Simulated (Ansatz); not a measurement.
Input file:

```yaml
crystal:
  periodic: [false, false, false]
  atoms:
    - {symbol: H, position_ang: [0.000000, 0.000000, -1.142333]}
    - {symbol: H, position_ang: [0.000000, 0.000000, -0.126333]}
    - {symbol: Cl, position_ang: [0.000000, 0.000000, 1.268667]}
basis:
  gaussian: {orbitals: "6-31++G**"}
magnetization: {spin_polarized: false, initial_magnetization: 1}
correlation: {method: ccsd_t, electrons: valence}
```

```sh
$ ansatz run in.yaml --threads 1 --pin off --events-out ev --progress --plain --max-ram 2393MiB
```

The program prints:

```
311 factors; integrals over basis functions are off by at most 1.1e-3 eV
mean field evaluation 1: about -12531.1814 eV, gradient 9.9e0 eV
mean field evaluation 2: about -12531.1850 eV, gradient 9.9e0 eV
mean field evaluation 4: about -12531.7949 eV, gradient 1.5e0 eV
mean field evaluation 8: about -12531.8440 eV, gradient 3.5e-1 eV
mean field evaluation 16: about -12531.6877 eV, gradient 4.3e0 eV
mean field evaluation 32: about -12529.5582 eV, gradient 1.2e0 eV
mean field evaluation 64: about -12529.4196 eV, gradient 3.2e-2 eV
mean field evaluation 96: about -12529.4156 eV, gradient 7.4e-1 eV
mean field -12531.84693481 eV, -460.5368804634 hartree, gradient 1.3e-6 eV, S^2 0.750000; 3 other end points of the search recorded, 0 dependent functions left out
mean field evaluation 128: about -12532.0453 eV, gradient 1.6e-4 eV
determinant -12531.84693481 eV, -460.5368804634 hartree, with singles and doubles -12536.55337579 eV, -460.7098389792 hartree
determinant -12529.41959131 eV, -460.4476772349 hartree, with singles and doubles -12534.06332584 eV, -460.6183313313 hartree
5 core orbitals not correlated: weight in the atoms' cores, before any rotation towards them, 1.000 or more for the frozen orbitals, at most 0.000 for the correlated occupied ones
reference -12531.84693481 eV, -460.5368804634 hartree; 5, 4 occupied and 25, 26 virtual orbitals, 311 factors
second order -4.09067762 eV of doubles, -0.08732612 eV of singles
cycle   1  -4.69896545 eV  change   -9.1e-2 eV  update   1.5e-2
cycle   2  -4.70688098 eV  change   -7.9e-3 eV  update   3.9e-3
cycle   3  -4.70869899 eV  change   -1.8e-3 eV  update   1.7e-3
cycle   4  -4.70916608 eV  change   -4.7e-4 eV  update   4.5e-4
cycle   5  -4.70939058 eV  change   -2.2e-4 eV  update   2.1e-4
cycle   6  -4.70956344 eV  change   -1.7e-4 eV  update   8.5e-5
cycle   7  -4.70959947 eV  change   -3.6e-5 eV  update   2.8e-5
cycle   8  -4.70961380 eV  change   -1.4e-5 eV  update   9.1e-6
cycle   9  -4.70961689 eV  change   -3.1e-6 eV  update   2.7e-6
perturbative correction -0.09487831 eV, -0.0034867134 hartree
Total energy: -12536.65143001 eV, -460.7134424054 hartree
```

Ran on 1 thread of Intel Xeon Platinum 8488C, shared host: 0.91 s wall, 0.14 GiB peak host memory.
